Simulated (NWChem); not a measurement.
## nitrogen (N$_{2}$) in NWChem

SMILES: N#N
```xyz
2

N      0.0000     0.0000     0.5489
N      0.0000     0.0000    -0.5489
```
Charge 0, spin multiplicity 1.

The numbers come from NWChem runs, not from measurements. The geometry was optimised at PBE0/def2-SVP, a minimum by its harmonic frequencies.

B3LYP has NWChem's definition, with VWN1-RPA local correlation. The stability of the SCF solutions was not checked.

Worked example. At B3LYP/def2-TZVP the molecule has a total energy of -109.57313 Ha and the free atoms (multiplicities N 4) N -54.60398 Ha. The electronic atomisation energy is the atoms' sum less the molecule's energy.

2·(-54.60398) = -109.20796 Ha for the atoms; less the molecule's energy this leaves 0.36517 Ha, or 229.1 kcal/mol (959 kJ/mol), without zero-point, thermal or spin-orbit terms.
